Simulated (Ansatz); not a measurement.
Reaction: GeNH5 (SMILES [NH2][GeH3]) → GeH3 (SMILES [GeH3], doublet) + NH2 (SMILES [NH2], doublet) (the Ge-N bond breaks)
Each species at its own B3LYP-D3(BJ)/def2-TZVP minimum (Ansatz, a program for electronic structure).

Quantity: bond dissociation energy (electronic), in kcal/mol. Radicals and triplets start from unrestricted determinants; spin-orbit coupling is neglected. Correlated methods leave the cores frozen (noble-gas shells, and filled d and f shells in the p block). No relativity. CBS(X,Y): correlation extrapolated as X^-3, Hartree-Fock from the larger set (Q,5: extrapolated as (X+1)exp(-9√X)). A bracket is a step between two methods taken in the basis named.

CCSD(T)/CBS(cc-pVQZ,cc-pV5Z) + [CCSDT(Q) - CCSD(T)]/cc-pVTZ (Ansatz) gives 90.1 kcal/mol.

Task: How far off this value is PBE/def2-TZVPD (Ansatz), in which direction, and how far these levels: r2SCAN/def2-TZVPD, PBE0/def2-TZVPD, wB97M-V/def2-TZVPD, CCSD(T)/CBS(cc-pVQZ,cc-pV5Z)?

Result: PBE gives 86.8 kcal/mol, 3.3 kcal/mol below it. Differences of the others: r2SCAN/def2-TZVPD (Ansatz) -6.6; PBE0/def2-TZVPD (Ansatz) -4.3; wB97M-V/def2-TZVPD (Ansatz) -1.1; CCSD(T)/CBS(cc-pVQZ,cc-pV5Z) (Ansatz) 0.1 kcal/mol.
